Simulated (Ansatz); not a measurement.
# A barrier at the coupled-cluster level

Start structure (CH8SSi, singlet), relaxed at PBE0-D4/def2-TZVP:

```
11
angstrom
Si -0.8835 -0.8862 -0.1470
S 0.8438 -1.7571 0.7781
H -1.4197 -1.8020 -1.1891
H -1.8624 -0.7900 0.9655
C -0.5304 0.7860 -0.8916
H 1.7706 1.0836 1.8841
H 1.8968 1.7880 2.1003
H 1.5634 -1.8115 -0.3556
H -1.4416 1.2059 -1.3265
H -0.1546 1.4761 -0.1341
H 0.2176 0.7071 -1.6841
```

The step: CH₆SSi ([CH3][SiH2][SH]) + H₂ → CH₆Si ([CH3][SiH3]) + H₂S; bonds formed: Si1–H7, S2–H6; bonds broken: Si1–S2, H6–H7. Ansatz 0.2.0; basis: def2-TZVPP and def2-QZVPP; cores frozen in the correlated methods. Extrapolation: Hartree–Fock as exp(−7.88 √X), correlation as X^−2.97. Energies below are by CCSD(T) at an estimated basis limit (MP2 extrapolated from triple and quadruple zeta, plus CCSD(T) − MP2 in triple zeta).

**Question.** What are the electronic barrier and the energy of the step, from the start structure to the end structure? (An estimate is asked for; the value comes from the calculation.)

**Answer.** The calculation gives: Barrier 2.602 eV; step energy 0.398 eV (uphill); reverse barrier, their difference, 2.204 eV. Barrier and step energy count from the start structure, the reverse barrier from the end structure.

The saddle point: One imaginary mode of 1171i cm⁻¹.
| pair | start (Å) | saddle (Å) | end (Å) |
| --- | --- | --- | --- |
| Si1–H7 | 4.46 | 1.72 | 1.49 |
| S2–H6 | 3.19 | 1.67 | 1.34 |
| Si1–S2 | 2.14 | 2.54 | 3.87 |
| H6–H7 | 0.75 | 0.99 | 2.88 |

Zero-point energy (harmonic, PBE0-D4): ZPE is 2.036 eV at the start and 2.065 eV at the saddle, so the barrier goes from 2.602 to 2.631 eV.

No T1 diagnostic of these runs exceeds 0.013.

Labels in which every atom is bracketed show which atoms are joined, not bond orders.

For scale, one of the runs: CCSD(T)/def2-TZVPP, 227 basis functions, launched by `ansatz run in.yaml --threads 4 --pin off --events-out ev --progress --plain --max-ram 9574MiB`. Hardware: 4 CPU threads of an Arm Neoverse V2, shared host. Wall time 40 s; peak host memory 3.5 GiB.
